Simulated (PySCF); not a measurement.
# C2H4F2 (1,1-difluoroethane): the cost of one run

Programs: PySCF 2.14.0, with density-fitted response routines of our own. Each step states its level of theory. These are calculated values for one molecule in the gas phase, unless marked as measured. Atoms count from 0, in the outputs and in this text.

### 1 The starting structure

8 atoms, charge 0, multiplicity 1; geometry from: PBE0-D3(BJ)/def2-SVP.

Bonds of the start (Å): C0–C1 1.50, C1–F2 1.35, C1–F3 1.35, C0–H4 1.10, C0–H5 1.10, C0–H6 1.10, C1–H7 1.11.

### 2 Spin-spin couplings: B3LYP/def2-TZVP

What the job is given:

```
{"job": {"kind": "j", "xc": "B3LYP", "basis": "def2-TZVP"}, "charge": 0, "multiplicity": 1}
C     -0.678073    -0.125410    -0.364699
C      0.607089     0.081699     0.381244
F      1.615909    -0.578550    -0.235089
F      0.932576     1.395974     0.399670
H     -0.562376     0.245399    -1.393090
H     -0.930766    -1.194144    -0.394760
H     -1.494934     0.422042     0.124929
H      0.565267    -0.269638     1.428400
```

Method: B3LYP/def2-TZVP indirect spin-spin coupling, non-relativistic, gas phase.

Started as:

```sh
$ OMP_NUM_THREADS=1 python probes_run.py task.json out
```

The driver reads the jobs from task.json and runs them one after another.

Q: Estimate the wall time and peak memory of this first job on 1 thread of Arm Neoverse V2, shared host.

About 9.6 s, with a peak of 0.59 GiB.
